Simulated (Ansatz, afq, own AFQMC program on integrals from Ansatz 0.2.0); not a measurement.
Where AFQMC and coupled cluster stand for CH3S, doublet

```xyz
5

C    -0.0084    0.0000    1.4832
S     0.0003    0.0000   -0.7307
H     1.0424    0.0000    1.7962
H    -0.4759    0.8983    1.8881
H    -0.4759   -0.8983    1.8881
```

Connectivity, by distances: CH3–S.

Basis cc-pVDZ. Only valence electrons are correlated. Integrals, coupled cluster, full CI and functionals: Ansatz 0.2.0; the random walks run on the same integrals in our own AFQMC program. The CISD trial takes its coefficients from CCSD amplitudes. Released means that phaseless walkers are propagated on without the constraint, phases kept. Error bars are statistical, one sigma.

Determinant: UHF, the one that the program's search chose, which needn't be the lowest solution. The geometry is a point of a scan.

No full CI on the walks' own integrals is used here; CCSDT(Q) serves as the reference and is uncertain by about the last step of the cluster series.

Cautions: unrestricted determinant slightly spin contaminated (⟨S²⟩ 0.85 against 0.75).

```
T1 diagnostic                               : 0.0269
weight of the determinant in the CISD state : 0.854
⟨S²⟩ of the determinant                     : 0.849
size of the correlated space                : 13 electrons in 41 orbitals
```

```tsv
level	correlation energy (eV)
MP2	-6.8434
CCSD	-7.9473
CCSD(T)	-8.1840
```

Problem. Estimate where AFQMC with the constraint released lies against CCSD(T) on the same integrals.

Solution. 4.5 ± 1.8 kJ/mol below CCSD(T).

Reference: CCSDT(Q), correlation energy -8.233 eV. The released energy is read at 2.40 1/Eh (meV from the phaseless value at times in 1/Eh: -23 ± 17 at 0.24, -41 ± 19 at 0.51, -30 ± 17 at 0.99, -47 ± 18 at 1.62, -28 ± 18 at 2.40).

```csv
level,E − E(reference) (kJ/mol),share of correlation (%)
CCSD(T),4.8,99.40
CCSDT,1.6,99.80
ph-AFQMC/CISD,2.9 ± 1.4,99.63
released AFQMC,0.2 ± 1.8,99.97
```

A walk keeps the symmetry of its determinant, which the program's search chose and which needn't be the lowest solution, so a lower state of the same spin and another symmetry isn't excluded. Released energies are given only where the last usable release times agree within the noise; a slower fall can still hide under it.
